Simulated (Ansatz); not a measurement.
Basis-set extrapolation for C2H5NO2, SMILES `C=NC(O)O` (PBE0-D4/def2-TZVP geometry, frozen core, Ansatz 0.2.0). Multiplicity 1, RHF reference.

```csv
,def2-TZVPP,def2-QZVPP
HF,-282.915396,-282.928471
MP2 correlation,-1.006849,-1.081290
CCSD(T) correlation,-1.070962,not run
```

Energies in hartree. Use E(X) = E(∞) + A·exp(−7.88·√X) for Hartree–Fock and E(X) = E(∞) + B·X^(−2.97) for correlation, with X = 3 and 4, and add CCSD(T) minus MP2 of the smaller set to the MP2 limit.

Task: What is the CCSD(T) energy at the basis-set limit?

Result: HF limit: -282.928471 + (-0.013075) × 0.13774 = -282.93027. MP2 limit: -1.081290 + (-0.074441) × 0.74074 = -1.13643. Higher-order term: -1.070962 − (-1.006849) = -0.06411. Total: -284.13081 hartree, 379.3 kJ/mol below CCSD(T)/def2-TZVPP.
